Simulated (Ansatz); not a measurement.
Results of rVV10 (Ansatz, a quantum-chemistry and plane-wave program, PAW) for hcp Mg.

Settings: plane-wave cutoff 520 eV, 18×18×12 k mesh (along the axes of the cell as run), Fermi–Dirac smearing 0.05 eV, scalar-relativistic PAW data made under PBE.

Cell (relaxed at this level):

```yaml
crystal:
  lattice:
    - [1.58746, -2.74956, 0.00000]
    - [1.58746, 2.74956, 0.00000]
    - [0.00000, 0.00000, 5.15215]
  atoms:
    - { symbol: Mg, position: [0.33333, 0.66667, 0.25000] }
    - { symbol: Mg, position: [0.66667, 0.33333, 0.75000] }
```

Problem. Estimate the bulk modulus and pressure derivative B′ of the bulk modulus that the calculation returns.

Solution. 
- bulk modulus: 37.4 GPa
- pressure derivative B′ of the bulk modulus: 4.1

The run finds no gap.

Measured, for comparison: bulk modulus 38.6 GPa (copied from a table, unchecked, extrapolated to 0 K and zero-point effects removed; as tabulated in Lejaeghere et al. (2013), arXiv:1204.2733). Computed (rounded) less measured: bulk modulus not scored (unchecked).

Note: the bulk modulus comes from volumes at which shape and atoms were relaxed.

Computed values are for the static lattice.
